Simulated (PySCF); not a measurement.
# A workflow on C2HClF2 (SMILES FC(F)=CCl)

Aim: a geometry optimisation (wB97X/3-21G), then the energy (CCSD(T)/6-31+G*), then the charge distribution (OPBE/def2-QZVPP) of C2HClF2. Input form: a Python script.

Program for the calculation: PySCF 2.14.0.

1 further run of the same task is left out (for a faulty analytic Hessian).

### Step 1. Starting point

C2HClF2 has 6 atoms, charge 0, and is taken as a singlet. As SMILES, `FC(F)=CCl`. All atoms were displaced at random from a relaxed shape. The run starts from this shape.

Bond lengths: F1–C2 1.271 Å, C2–F3 1.369 Å, C2–C4 1.308 Å, C4–Cl5 1.734 Å, C4–H6 1.080 Å. Angles: F1–C2–F3 107.0°, F1–C2–C4 130.0°, F3–C2–C4 122.6°, C2–C4–Cl5 125.8°, C2–C4–H6 112.4°, Cl5–C4–H6 121.8°.

### Step 2. A structure relaxation at wB97X/3-21G (sfX2C) (run 1)

Contents of calc.py:

```python
# FC(F)=CCl
from pyscf import gto, dft
from pyscf.geomopt.geometric_solver import kernel as optimise

mol = gto.Mole()
mol.atom = [
    ('F', (0.870404, -0.807295, 1.346050)),
    ('C', (0.306782, -0.501378, 0.248491)),
    ('F', (0.201907, -1.653427, -0.483519)),
    ('C', (-0.219428, 0.631644, -0.140478)),
    ('Cl', (-1.070606, 0.896086, -1.627501)),
    ('H', (-0.105363, 1.412855, 0.596909)),
]
mol.cart = True
mol.verbose = 3
mol.basis = '3-21g'
mol.max_memory = 1860
mol.build()

mf = dft.RKS(mol, xc='wb97x')
mf = mf.sfx2c1e()
converged, mol_eq = optimise(mf, maxsteps=100, convergence_set='GAU_TIGHT')
print('converged:', converged)
print(mol_eq.tostring())

mf.reset(mol_eq)
mol = mol_eq
mf.kernel()
energy = mf.e_tot
print('E = %.10f Eh' % energy)
```

Command:

```console
$ OMP_NUM_THREADS=1 python calc.py
```

The log of the run:

```text
convergence_set           GAU_TIGHT
[... 32 lines left out ...]
> Will converge when all 5 criteria are reached:
[... 88 lines left out ...]
converged SCF energy = -734.228571626899
[... 138 lines left out ...]
converged SCF energy = -734.22903202529
[... 137 lines left out ...]
converged SCF energy = -734.229032246944
[... 137 lines left out ...]
converged SCF energy = -734.229032229762
[... 127 lines left out ...]
Converged! =D
[... 1 line left out ...]
converged: True
F           0.90553201       -0.79108152        1.36487478
C           0.26203577       -0.54168931        0.21089498
F           0.19292707       -1.64000810       -0.55234625
C          -0.22606081        0.63626713       -0.10278450
Cl         -1.06334490        0.86532302       -1.66061658
H          -0.14802704        1.49172650        0.54184534
converged SCF energy = -734.229032223521
E = -734.2290322235 Eh
```

It took 2.7 min on 1 thread of Intel Xeon at 2.70GHz, shared host; peak memory 0.53 GiB.

Step by step:

| step | energy from the first frame kept (eV) | largest force (eV/Å) |
| --- | --- | --- |
| 0 | 0.0000 | 5.0713 |
| 2 | -0.2768 | 0.6976 |
| 4 | -0.3115 | 0.2623 |
| 6 | -0.3151 | 0.0574 |
| 8 | -0.3152 | 0.0311 |
| 10 | -0.3152 | 0.0106 |
| 12 | -0.3152 | 0.0056 |
| 14 | -0.3152 | 0.0064 |
| 16 | -0.3152 | 0.0057 |
| 18 | -0.3152 | 0.0059 |
| 20 | -0.3152 | 0.0060 |
| 22 | -0.3152 | 0.0061 |
| 24 | -0.3152 | 0.0062 |
| 26 | -0.3152 | 0.0062 |

After the run. Bond lengths: F1–C2 1.345 Å, C2–F3 1.339 Å, C2–C4 1.313 Å, C4–Cl5 1.783 Å, C4–H6 1.074 Å. Angles: F1–C2–F3 111.2°, F1–C2–C4 123.3°, F3–C2–C4 125.5°, C2–C4–Cl5 119.9°, C2–C4–H6 123.0°, Cl5–C4–H6 117.1°.

### Step 3. A single-point energy at CCSD(T)/6-31+G(d) (Cartesian functions) (run 3)

Contents of input.xyz:

```xyz
6
C2HClF2
F      0.905532    -0.791082     1.364875
C      0.262036    -0.541689     0.210895
F      0.192927    -1.640008    -0.552346
C     -0.226061     0.636267    -0.102785
Cl    -1.063345     0.865323    -1.660617
H     -0.148027     1.491727     0.541845
```

Contents of calc.py:

```python
from pyscf import gto, cc

mol = gto.Mole()
mol.atom = 'input.xyz'
mol.cart = True
mol.basis = '6-31+g*'
mol.verbose = 4
mol.charge = 0
mol.max_memory = 1860
mol.build()

myscf = mol.RHF()
myscf.kernel()

mycc = cc.CCSD(myscf, frozen=9)
mycc.kernel()
e_t = mycc.ccsd_t()
etot = mycc.e_tot + e_t
print('E(%s) = %.9f' % ('CCSD(T)', etot))
```

Command:

```console
$ OMP_NUM_THREADS=1 python calc.py
```

The log of the run:

```text
PySCF version 2.14.0

[... 63 lines left out ...]
converged SCF energy = -734.635295044093
[... 12 lines left out ...]
Init t2, MP2 energy = -735.370655903732  E_corr(MP2) -0.735360859638701
[... 13 lines left out ...]
CCSD converged
[... 2 lines left out ...]
E(CCSD(T)) = -735.419517887
```

Wall time 86 s (1 thread of Intel Xeon at 2.70GHz, shared host); peak memory 0.71 GiB.

### Step 4. The charge distribution at OPBE/def2-QZVPP (density fitting with aug-cc-pvtz-jkfit) (run 4)

Contents of calc.py:

```python
# FC(F)=CCl
import numpy
from pyscf import gto, scf, dft, lo

mol = gto.M(
    atom='''
F        0.905532      -0.791082       1.364875
C        0.262036      -0.541689       0.210895
F        0.192927      -1.640008      -0.552346
C       -0.226061       0.636267      -0.102785
Cl      -1.063345       0.865323      -1.660617
H       -0.148027       1.491727       0.541845
''',
    verbose=4,
    max_memory=1860,
    basis='def2-qzvpp',
)

myscf = dft.RKS(mol)
myscf.xc = 'opbe'
myscf = myscf.density_fit(auxbasis='aug-cc-pvtz-jkfit')
myscf.kernel()

energy = myscf.e_tot
print(f'total energy: {energy:.8f} hartree')
dip = myscf.dip_moment()
pop, q = myscf.mulliken_pop()
quad = myscf.quad_moment()
occ = myscf.mo_coeff[:, myscf.mo_occ > 0]
iaos = lo.vec_lowdin(lo.iao.iao(mol, occ), myscf.get_ovlp())
c = iaos.T @ myscf.get_ovlp() @ occ
pop_iao, q_iao = scf.hf.mulliken_pop(lo.iao.reference_mol(mol), (c * myscf.mo_occ[myscf.mo_occ > 0]) @ c.T, numpy.eye(c.shape[0]), verbose=0)
print('IAO charges', numpy.round(q_iao, 4))
```

Command:

```console
$ OMP_NUM_THREADS=1 python calc.py
```

The log of the run:

```text
PySCF version 2.14.0

[... 79 lines left out ...]
converged SCF energy = -736.659977616876
total energy: -736.65997762 hartree
Dipole moment(X, Y, Z, Debye):  0.18589,  0.73316,  0.79255
[... 338 lines left out ...]
IAO charges [-0.2246  0.5337 -0.2178 -0.2837 -0.0148  0.2072]
```

Run time: 71 s. Hardware: 1 thread of Intel Xeon at 2.70GHz, shared host; peak memory 0.98 GiB.

Atomic charges (e):

| atom | Mulliken | IAO |
| --- | --- | --- |
| F1 | -0.179 | -0.225 |
| C2 | +0.384 | +0.534 |
| F3 | -0.175 | -0.218 |
| C4 | -0.013 | -0.284 |
| Cl5 | -0.116 | -0.015 |
| H6 | +0.098 | +0.207 |

### Step 5. Summary of results

| quantity | value |
| --- | --- |
| run 1, wB97X/3-21G: total energy at the end | -734.22903 Eh |
| run 1, wB97X/3-21G: dipole moment | 1.41 D |
| run 1, wB97X/3-21G: HOMO energy | -9.99 eV |
| run 1, wB97X/3-21G: LUMO energy | 2.44 eV |
| run 1, wB97X/3-21G: HOMO–LUMO gap | 12.43 eV |
| run 3, CCSD(T)/6-31+G*: total energy | -735.41952 Eh |
| run 3, CCSD(T)/6-31+G*: dipole moment (Hartree–Fock density) | 1.48 D |
| run 3, CCSD(T)/6-31+G*: HOMO energy (Hartree–Fock orbitals) | -10.83 eV |
| run 3, CCSD(T)/6-31+G*: LUMO energy (Hartree–Fock orbitals) | 1.95 eV |
| run 3, CCSD(T)/6-31+G*: HOMO–LUMO gap (Hartree–Fock orbitals) | 12.78 eV |
| run 3, CCSD(T)/6-31+G*: correlation energy (9 core orbitals frozen) | -784.2 mEh |
| run 3, CCSD(T)/6-31+G*: (T) correction | -23.97 mEh |
| run 3, CCSD(T)/6-31+G*: T1 diagnostic | 0.014 |
| run 4, OPBE/def2-QZVPP: total energy | -736.65998 Eh |
| run 4, OPBE/def2-QZVPP: dipole moment | 1.10 D |
| run 4, OPBE/def2-QZVPP: HOMO energy | -6.45 eV |
| run 4, OPBE/def2-QZVPP: LUMO energy | -1.37 eV |
| run 4, OPBE/def2-QZVPP: HOMO–LUMO gap | 5.08 eV |

**Reading.** The optimisation (run 1, wB97X/3-21G) took 26 steps and changed the energy by -0.315 eV. The triples (run 3, CCSD(T)/6-31+G*) make up 3.1 % of the correlation energy. Mulliken charges (run 4, OPBE/def2-QZVPP) run from -0.18 on F1 to +0.38 on C2; in a basis this large or diffuse they mean little.
